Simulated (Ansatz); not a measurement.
Results of PBE-D4 in Ansatz (PAW) for anatase TiO2 (metastable phase).

Input:

Ansatz 0.2 input:
```yaml
crystal:
  lattice:
    - [-1.8914634852, 1.8914634852, 4.8014549532]
    - [1.8914634852, -1.8914634852, 4.8014549532]
    - [1.8914634852, 1.8914634852, -4.8014549532]
  atoms:
    - { symbol: Ti, position: [0.75, 0.25, 0.5] }
    - { symbol: Ti, position: [0.0, 0.0, 0.0] }
    - { symbol: O, position: [0.5424687617, 0.0424687617, 0.5] }
    - { symbol: O, position: [0.7924687617, 0.7924687617, 0.0] }
    - { symbol: O, position: [0.2075312383, 0.2075312383, 0.0] }
    - { symbol: O, position: [0.9575312383, 0.4575312383, 0.5] }
basis:
  ecutwfc: 520
  ecutrho_ratio: 4
  xc_grid: 2
kpoints:
  mp_grid: { grid: [12, 12, 12] }
  band_path:
    path:
      - [0.0, 0.0, 0.0]
      - [0.0, 0.0, 0.041667]
      - [0.0, 0.0, 0.083333]
      - [0.0, 0.0, 0.125]
      - [0.0, 0.0, 0.166667]
      - [0.0, 0.0, 0.208333]
      - [0.0, 0.0, 0.25]
      - [0.0, 0.0, 0.291667]
      - [0.0, 0.0, 0.333333]
      - [0.0, 0.0, 0.375]
      - [0.0, 0.0, 0.416667]
      - [0.0, 0.0, 0.458333]
      - [0.0, 0.0, 0.5]
      - [0.125, 0.125, 0.375]
      - [0.25, 0.25, 0.25]
      - [0.21875, 0.28125, 0.21875]
      - [0.1875, 0.3125, 0.1875]
      - [0.15625, 0.34375, 0.15625]
      - [0.125, 0.375, 0.125]
      - [0.09375, 0.40625, 0.09375]
      - [0.0625, 0.4375, 0.0625]
      - [0.03125, 0.46875, 0.03125]
      - [0.0, 0.5, 0.0]
      - [0.0, 0.4375, 0.0]
      - [0.0, 0.375, 0.0]
      - [0.0, 0.3125, 0.0]
      - [0.0, 0.25, 0.0]
      - [0.0, 0.1875, 0.0]
      - [0.0, 0.125, 0.0]
      - [0.0, 0.0625, 0.0]
      - [0.083333, 0.083333, -0.083333]
      - [0.166667, 0.166667, -0.166667]
      - [0.25, 0.25, -0.25]
      - [0.333333, 0.333333, -0.333333]
      - [0.416667, 0.416667, -0.416667]
      - [0.5, 0.5, -0.5]
      - [0.464799, 0.535201, -0.464799]
      - [0.429599, 0.570401, -0.429599]
      - [0.394398, 0.605602, -0.394398]
      - [0.359198, 0.640802, -0.359198]
      - [0.323997, 0.676003, -0.323997]
      - [0.288796, 0.711204, -0.288796]
      - [-0.288796, 0.288796, 0.288796]
      - [-0.256708, 0.256708, 0.256708]
      - [-0.224619, 0.224619, 0.224619]
      - [-0.192531, 0.192531, 0.192531]
      - [-0.160442, 0.160442, 0.160442]
      - [-0.128354, 0.128354, 0.128354]
      - [-0.096265, 0.096265, 0.096265]
      - [-0.064177, 0.064177, 0.064177]
      - [-0.032088, 0.032088, 0.032088]
      - [-0.077593, 0.077593, 0.5]
      - [0.5, 0.5, -0.077593]
      - [0.5, 0.5, -0.119833]
      - [0.5, 0.5, -0.162074]
      - [0.5, 0.5, -0.204315]
      - [0.5, 0.5, -0.246556]
      - [0.5, 0.5, -0.288796]
      - [0.5, 0.5, -0.331037]
      - [0.5, 0.5, -0.373278]
      - [0.5, 0.5, -0.415519]
      - [0.5, 0.5, -0.457759]
    npoints: 1
hamiltonian:
  xc: pbe
  dispersion: d4
  pseudopotentials: { kind: paw }
scf:
  occupations: { method: fermi_dirac, width: 0.01 }
  convergence: { dr2_threshold: 0.0000000006 }
output:
  forces: true
  stress: true
  eigenvalues: true
  write_bands: true
```

Excerpt of the program's output:

```
Crystal: 6 atoms, lattice volume = 68.711 Å³
Basis set: ecut = 520 eV, 1805 PW (Γ), FFT grids on a1+a3, a2+a3, a3, exchange–correlation on 60×60×90 points (8 copies of the dense FFT grid, shifted against one another)
Bands: 30, of which v1, the nominal top of the filled ones, is band 24 counted from 1 (23 counted from 0)
Symmetry: 16 space group operations
Space group: I41/amd (ITA 141), of the structure as read, at distance tolerance 4.1e-5 Å
k-points: 163 of 1728
Functional: x = pbe(κ = 0.804, μ = 0.2195149727645171), c = pbe(β = 0.06672455060314922)
SCF iter   1: F=—  HF=-7278.629986 eV  |F-HF|=—  |Δ(HF+E_count)|=         —  Δρ=3.59e-3  dr2=2.97e-3
SCF iter   2: F=—  HF=-7278.631846 eV  |F-HF|=—  |Δ(HF+E_count)|=   1.86e-3  Δρ=2.58e-3  dr2=3.37e-3
  ...
SCF iter   7: F=—  HF=-7278.631978 eV  |F-HF|=—  |Δ(HF+E_count)|=   1.62e-6  Δρ=1.67e-6  dr2=6.26e-10
SCF iter   8: F=-7278.631978 eV  HF=-7278.631978 eV  |F-HF|=1.82e-12  |Δ(HF+E_count)|=   1.10e-9  Δρ=2.91e-7  dr2=3.95e-11
SCF 1 converged in 8 iterations: F = -7278.631978 eV  dr2 = 3.95e-11
SCF converged after 8 iterations
Free energy (F): -7278.631978 eV
Internal energy: -7278.631978 eV  (E = F + TS)
E sigma→0 (E₀):  -7278.631978 eV
Fermi energy:    8.295625 eV
--- Forces (eV/Å), atoms counted from 1 ---
  atom   1  Ti    -0.00000000     0.00000000     0.00000000
  atom   2  Ti     0.00000000     0.00000000     0.00000000
  atom   3  O      0.00000000     0.00000000    -0.00035765
  atom   4  O     -0.00000000     0.00000000    -0.00035765
  atom   5  O      0.00000000     0.00000000     0.00035765
  atom   6  O     -0.00000000    -0.00000000     0.00035765
--- Stress (GPa, compression-positive) ---
       -0.006178       0.000000      -0.000000
        0.000000      -0.006178      -0.000000
        0.000000       0.000000       0.006731
  P = ⅓ Tr σ = -0.0019 GPa (-0.019 kbar)
```

The result took roughly 18 core-seconds.

Ansatz is a first-principles code.
